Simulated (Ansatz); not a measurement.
# B₂HF (triplet): the correlation ladder, def2-TZVPP

One table from this session's results is given with a row withheld; the runs are named, their logs left out.

Computed with Ansatz 0.2.0, Gaussian basis. Level: def2-TZVPP, core rule «outside noble gas», up to 3 orbitals frozen.

Plan: UHF; ROHF; CCSD(T) on UHF.

2 further runs of the same task are left out: 2 set aside as unsound or not needed.

## The geometry

The geometry is a PBE0/def2-TZVP stationary point (not a proven minimum).

4 atoms, charge 0, spin multiplicity 3.

Atoms are counted from 1 here; the program's logs count them from 0.

Bond lengths: B1–B2 1.633 Å, B2–F3 1.328 Å, B2–H4 1.205 Å. Angles: B1–B2–F3 125.5°, B1–B2–H4 114.3°, F3–B2–H4 120.2°.

As a file:

```tsv
atom	x (Å)	y (Å)	z (Å)
B1	0.0000	-0.2860	1.6155
B2	0.0000	0.4445	0.1548
F3	0.0000	-0.1777	-1.0181
H4	0.0000	1.6488	0.2021
```

Set-up of the first run:

Input file in.yaml:

```yaml
crystal:
  periodic: [false, false, false]
  atoms:
    - {symbol: B, position_ang: [0.000000, -0.285996, 1.615495]}
    - {symbol: B, position_ang: [0.000000, 0.444539, 0.154784]}
    - {symbol: F, position_ang: [0.000000, -0.177695, -1.018097]}
    - {symbol: H, position_ang: [0.000000, 1.648828, 0.202133]}
basis:
  gaussian: {orbitals: def2-TZVPP}
magnetization: {spin_polarized: true, initial_magnetization: 2}
hamiltonian: {xc: hf}
output: {orbitals: {seedname: orbitals}}
```

Launch:

```console
$ ansatz run in.yaml --threads 1 --pin off --events-out ev --progress --plain --max-ram 4096MiB --backend cpu
```

Among the steps run: UHF; ROHF; CCSD(T) on UHF.

One of the session's tables, all rows but one given; the rest of the session is left out.

```
  method  from UCCSD(T) (kJ/mol)
    ROHF                 +1112.2
     UHF                 +1107.3
    UMP2                       ?
   UCCSD                   +35.4
UCCSD(T)                       0
```

**Question.** Estimate the row for UMP2.

**Answer.** from UCCSD(T) (kJ/mol): +95.9. In the column «from UCCSD(T) (kJ/mol)» it lies between UCCSD (+35.4) and UHF (+1107.3).

With the free atoms at the same levels and basis (separate runs), the atomisation energy is 12.733 eV at UCCSD(T), 10.917 eV at ROHF.
